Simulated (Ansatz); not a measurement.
# C₂H₅S+ (SMILES CC=[SH+]): single points off equilibrium

An exercise on one series of results from a longer session: the logs are not shown, and one member is left open.

Method: single points in def2-TZVPP; program: Ansatz 0.2.0, Gaussian basis.

Cores are frozen in the correlated methods.

## Where the work starts

8 atoms, charge 1, spin multiplicity 1.

Atoms are counted from 1 here; the program's logs count them from 0.

Bond lengths: C1–C2 1.426 Å, C1–H4 1.118 Å, C1–H5 1.139 Å, C1–H6 1.089 Å, C2–S3 1.662 Å, C2–H7 1.057 Å, S3–H8 1.310 Å. Angles: C2–C1–H4 109.4°, C2–C1–H5 108.3°, C2–C1–H6 117.4°, H4–C1–H5 98.5°, H4–C1–H6 113.2°, H5–C1–H6 108.2°, C1–C2–S3 120.6°, C1–C2–H7 120.4°, S3–C2–H7 119.0°, C2–S3–H8 98.3°.

As a file:

```xyz
8

C    -0.4991    0.7860   -0.4067
C     0.3309   -0.3036   -0.0097
S    -0.0542   -1.2166    1.3251
H    -0.7868    0.6615   -1.4797
H     0.1551    1.7122   -0.5145
H    -1.3406    1.0361    0.2377
H     1.2220   -0.5166   -0.5363
H     0.9404   -2.0678    1.2650
```

The first run:

Contents of run/in.yaml:

```yaml
crystal:
  periodic: [false, false, false]
  atoms:
    - {symbol: C, position_ang: [-0.499100, 0.786000, -0.406700]}
    - {symbol: C, position_ang: [0.330900, -0.303600, -0.009700]}
    - {symbol: S, position_ang: [-0.054200, -1.216600, 1.325100]}
    - {symbol: H, position_ang: [-0.786800, 0.661500, -1.479700]}
    - {symbol: H, position_ang: [0.155100, 1.712200, -0.514500]}
    - {symbol: H, position_ang: [-1.340600, 1.036100, 0.237700]}
    - {symbol: H, position_ang: [1.222000, -0.516600, -0.536300]}
    - {symbol: H, position_ang: [0.940400, -2.067800, 1.265000]}
basis:
  gaussian: {orbitals: def2-TZVPP}
total_charge: 1
correlation: {method: ccsd_t}
output: {forces: true}
```

The command line of these runs was not kept.

Steps of the session up to this table: CCSD(T)/def2-TZVPP; PBE0-D4/def2-TZVPP; wB97M-V/def2-TZVPP; r2SCAN-D4/def2-TZVPP; PBE-D4/def2-TZVPP; LC-wPBE/def2-TZVPP; B97M-V/def2-TZVPP.

One table of the session follows, with a row left open; its other results are not shown here.

```
   method  RMS force component (eV/Å)  angle to CCSD(T) forces (°)
  CCSD(T)                       0.821                    reference
  PBE0-D4                       0.759                         15.4
  wB97M-V                       0.796                          9.2
r2SCAN-D4                       0.714                         15.2
   PBE-D4                       0.721                         22.3
  LC-wPBE                           ?                            ?
   B97M-V                       0.714                         14.8
```

Estimate the missing values for LC-wPBE.

The run gave: RMS force component (eV/Å): 0.873; angle to CCSD(T) forces (°): 16.5. In the column «RMS force component (eV/Å)» it is the highest.
